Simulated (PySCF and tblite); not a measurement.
2,2,2-trifluoroethanol, C₂H₃F₃O, numbered as in [OH:1][CH2:2][C:3]([F:4])([F:5])[F:6].

Geometries GFN2-xTB; weights from PBE0-D3(BJ)/pcSseg-1 energies and GFN2-xTB thermal corrections, with symmetry numbers and mirror pairs. Conformers within 3 kcal/mol (GFN2-xTB free energy) were kept, 10 at most. Couplings: B3LYP/pcJ-1. Couplings are for ¹³C, ¹⁹F, ¹H, ¹⁷O. (PySCF 2.14, tblite 0.8.)

Torsions listed: H1–O1–C2–C3. Of a mirror pair one member is shown.

```csv
conformer,shape,weight %
1,-59°,98.7
2,180°,1.3
```

Give the couplings in each conformer and the averages at 298.15 K (pairs that fast motion interchanges averaged).


```json
{"coupling": "¹J(O1,C2)", "pairs": "1", "1": "20.6", "2": "17.8", "average (Hz)": "20.6"}
{"coupling": "²J(O1,C3)", "pairs": "1", "1": "-1.0", "2": "-11.1", "average (Hz)": "-1.1"}
{"coupling": "³J(O1,F4)", "pairs": "3", "1": "3.0", "2": "1.3", "average (Hz)": "3.0"}
{"coupling": "¹J(O1,H1)", "pairs": "1", "1": "-73.8", "2": "-78.1", "average (Hz)": "-73.8"}
{"coupling": "²J(O1,H2)", "pairs": "2", "1": "-8.6", "2": "-2.9", "average (Hz)": "-8.5"}
{"coupling": "¹J(C2,C3)", "pairs": "1", "1": "65.3", "2": "73.8", "average (Hz)": "65.4"}
{"coupling": "²J(C2,F4)", "pairs": "3", "1": "34.1", "2": "35.8", "average (Hz)": "34.1"}
{"coupling": "²J(H1,C2)", "pairs": "1", "1": "-2.8", "2": "-1.3", "average (Hz)": "-2.7"}
{"coupling": "¹J(C2,H2)", "pairs": "2", "1": "152.8", "2": "148.8", "average (Hz)": "152.7"}
{"coupling": "¹J(C3,F4)", "pairs": "3", "1": "-350.6", "2": "-346.6", "average (Hz)": "-350.6"}
{"coupling": "³J(H1,C3)", "pairs": "1", "1": "1.3", "2": "14.5", "average (Hz)": "1.5"}
{"coupling": "²J(H2,C3)", "pairs": "2", "1": "-2.3", "2": "-4.7", "average (Hz)": "-2.3"}
{"coupling": "⁴J(H1,F4)", "pairs": "3", "1": "-0.9", "2": "0.8", "average (Hz)": "-0.9"}
{"coupling": "³J(H2,F4)", "pairs": "6", "1": "7.8", "2": "7.6", "average (Hz)": "7.8"}
{"coupling": "³J(H1,H2)", "pairs": "2", "1": "9.5", "2": "1.6", "average (Hz)": "9.4"}
{"coupling": "²J(H2,H2)", "pairs": "1", "1": "-12.9", "2": "-8.8", "average (Hz)": "-12.8"}
```

Computed couplings to fluorine can be off by tens of per cent at such levels.

F–F couplings are left out: such levels miss them by tens of Hz and can give the wrong sign.


Conformer gaps in pcSseg-1 on xTB geometries can be 2 kcal/mol off for S=O, P=O and other polar bonds.